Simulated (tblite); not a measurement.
Species: C₄H₆N (doublet state).
Numbering: `[H]/[N:5]=[CH:4]\[C:2]([CH2:1])=[CH2:3]` (hydrogens: H6, H7 on C1; H8, H9 on C3; H10 on C4; H11 on N5)

A start from a force field or distance geometry was refined with GFN2-xTB geometry optimisation, gas phase (tblite). Values at the start:

```
coordinate    start
     C1–C2  1.428 Å
     C1–H6  1.076 Å
     C1–H7  1.093 Å
     C2=C3  1.335 Å
     C2–C4  1.495 Å
     C3–H8  1.090 Å
     C3–H9  1.084 Å
     C4=N5  1.285 Å
    C4–H10  1.120 Å
    N5–H11  1.032 Å
  C1–C2–C3   123.4°
  C1–C2–C4   120.6°
  C2–C4–N5   127.0°
  C3–C2–C4   116.0°
```

How do these coordinates change at the GFN2-xTB level?

```
coordinate  GFN2-xTB (Å or °)  change
     C1–C2              1.380  -0.048
     C2=C3              1.380  +0.045
    C4–H10              1.087  -0.033
     C4=N5              1.255  -0.030
     C1–H7              1.075  -0.018
     C3–H8              1.075  -0.015
     C2–C4              1.482  -0.013
    N5–H11              1.020  -0.012
     C3–H9              1.075  -0.009
     C1–H6              1.075  -0.001
  C2–C4–N5              128.7    +1.7
  C3–C2–C4              117.5    +1.5
  C1–C2–C4              119.7    -0.9
  C1–C2–C3              122.8    -0.6
```

The energy falls by 5.0 kcal/mol over 34 L-BFGS steps, the largest force on an atom goes from 2.36 to 0.008 eV/Å, and the atoms move by 0.101 Å rms after alignment. The bond that changes most is C1–C2 (ends: carbon bonded to C and 2 H; carbon bonded to 3 C), which shortens by 0.048 Å. Bonds longer at the end by more than 0.005 Å: 1 of 10; shorter: 8. Among the dihedrals that turn most is H6–C1–C2–C3, from 158° to 179°. Rotational constants go from 9379, 4332, 3002 to 9726, 4312, 3028 MHz.

Its GFN2-xTB frequencies are all real (lowest 76 cm⁻¹).

One conformer stands for the species.

The numbers are calculated, not measured.
